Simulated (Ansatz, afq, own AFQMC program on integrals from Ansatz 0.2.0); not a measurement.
## Where AFQMC and coupled cluster stand for BH₃, singlet

```
atom    x (Å)    y (Å)    z (Å)
   B  -0.1084  -0.0013   0.0000
   H   2.5724   0.0314  -0.0006
   H  -0.7177   1.0249  -0.0028
   H  -0.6924  -1.0421   0.0031
```

Basis cc-pVDZ. Noble-gas cores (and the filled d shells of Ga–Kr and In–Xe) are frozen. Integrals, coupled cluster, full CI and functionals: Ansatz 0.2.0; the random walks run on the same integrals in our own AFQMC program. The CISD trial takes its coefficients from CCSD amplitudes. Released means that phaseless walkers are propagated on without the constraint, phases kept. ± is one standard error of the sampling.

Determinant: RHF, the one that the program's search chose, which needn't be the lowest solution. The geometry is a point of a scan.

Full CI on the same integrals is exact in this basis and with this determinant's frozen core.

Cautions: restricted determinant unstable towards unrestricted (UHF 1.61 eV lower, ⟨S²⟩ 0.88); strong correlation (T1 0.054, weight of the determinant 0.78, largest double 0.43); the CCSD(T) amplitudes may be one of several solutions (largest double 0.43); the CCSDT(Q) amplitudes may be one of several solutions (largest double 0.47); the CCSDTQ amplitudes may be one of several solutions (largest double 0.47); the released energy hasn't reached full CI (22 meV above it at 2.40 1/Eh), so no released level is given (meV from the phaseless value at times in 1/Eh: -2 ± 4 at 0.24, -9 ± 4 at 0.51, -17.5 ± 2.4 at 0.99, -24.2 ± 2.3 at 1.62, -25 ± 4 at 2.40).

```
T1 diagnostic                               : 0.0538
weight of the determinant in the CISD state : 0.781
size of the correlated space                : 6 electrons in 28 orbitals
```

```
  level  correlation energy (eV)
    MP2                  -2.9039
   CCSD                  -4.2236
CCSD(T)                  -4.4148
```

Q: Estimate where phaseless AFQMC with a CISD trial lies against CCSD(T) on the same integrals.

A: 30.7 ± 4.5 meV above CCSD(T).

Reference: full CI, correlation energy -4.431 eV. The cautions show a poor starting determinant, so the rows tell how each method copes with it here, and full CI is the sure value.

```json
{"level": "CCSD(T)", "E − E(reference) (meV)": "15.9", "share of correlation (%)": "99.64"}
{"level": "CCSDT", "E − E(reference) (meV)": "6.9", "share of correlation (%)": "99.85"}
{"level": "CCSDT(Q)", "E − E(reference) (meV)": "-0.2", "share of correlation (%)": "100.00"}
{"level": "CCSDTQ", "E − E(reference) (meV)": "0.0", "share of correlation (%)": "100.00"}
{"level": "ph-AFQMC/CISD", "E − E(reference) (meV)": "46.7 ± 4.5", "share of correlation (%)": "98.95"}
```

CCSDT and higher add their correlation energy to the determinant of the CCSD(T) run, since their own runs factorise the integrals more tightly (a shift of under 2 meV). A walk keeps the symmetry of its determinant, which the program's search chose and which needn't be the lowest solution, so a lower state of the same spin and another symmetry isn't excluded.
